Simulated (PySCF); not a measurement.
# Simulated absorption spectrum

Species: C₃H₅N₃.
SMILES: `Nc1cn[nH]c1`

Method: PySCF 2.14.0, density-fitted response routines, TDDFT PBE0/def2-SVPD, vertical, gas phase, core orbitals frozen in the response. Geometry: GFN2-xTB; no solvent, vibrations or thermal averaging. Torsions of this conformer, `[NH2:1][c:2]1[cH:3][n:4][nH:5][cH:6]1`: H–N1–C2–C3 158°, H–N1–C2–C3 28°.

Computed states:

| state | E (eV) | f |
| --- | --- | --- |
| S1 | 5.33 | 0.0029 |
| S2 | 5.58 | 0.067 |
| S3 | 5.78 | 0.0010 |
| S4 | 6.45 | 0.0034 |
| S5 | 6.83 | 0.0063 |
| S6 | 6.88 | 0.030 |

Broadening: Gaussians 0.3 eV wide at half height, area fixed by f = 4.319×10⁻⁹ ∫ε dν̃. The width is an assumption, not a result. The curve ends short of the highest state used, and states not computed would add to its high-energy end.

Problem. What does the envelope look like, and where are its maxima?

Solution. 
(λ (nm), ε (L mol⁻¹ cm⁻¹)): (197.3, 136), (198.3, 97), (199.4, 62), (200.4, 39), (201.4, 24), (202.5, 15), (203.5, 13), (204.5, 15), (205.5, 24), (206.6, 43), (207.6, 76), (208.6, 132), (209.7, 234), (210.7, 382), (211.7, 601), (212.8, 949), (213.8, 1378), (214.8, 1919), (215.8, 2563), (216.9, 3355), (217.9, 4100), (218.9, 4805), (220.0, 5458), (221.0, 5876), (222.0, 6085), (223.1, 6053), (224.1, 5797), (225.1, 5362), (226.1, 4797), (227.2, 4092), (228.2, 3436), (229.2, 2809), (230.3, 2191), (231.3, 1713), (232.3, 1319), (233.4, 977), (234.4, 738), (235.4, 556), (236.5, 406), (237.5, 305), (238.5, 229), (239.5, 172), (240.6, 124), (241.6, 91), (242.6, 66), (243.7, 46), (244.7, 32), (245.7, 22), (246.8, 15), (247.8, 10), (248.8, 6), (249.8, 4), (250.9, 2), (251.9, 2), (252.9, 1), (254.0, 1)

Maxima: 222 nm (5.57 eV), ε about 6100, made up of S2 (99%) (ε in L mol⁻¹ cm⁻¹; maxima over ε = 5, shares over 10%). At its high-energy end, 6.28 eV, the curve is still rising (ε about 130, from S4).

Problem. Coming from long wavelengths, where does ε first pass 100 L mol⁻¹ cm⁻¹?

Solution. At about 241 nm (5.14 eV), 0.19 eV below S1.

Problem. On this curve, what absorbance would a 10⁻³ mol/L sample give at 222 nm over a 1 cm path?

Solution. 222 nm is 5.585 eV, where ε is about 6100 L mol⁻¹ cm⁻¹, so A = ε c l ≈ 6.1 (Beer–Lambert, with the gas-phase spectrum and the assumed width).

Problem. What would ε be at 5.57 eV, the highest of these maxima, with half the width (0.15 eV)?

Solution. About 12000 L mol⁻¹ cm⁻¹ against 6100, a factor of about 1.97; a lone state at its own centre would give exactly 2.
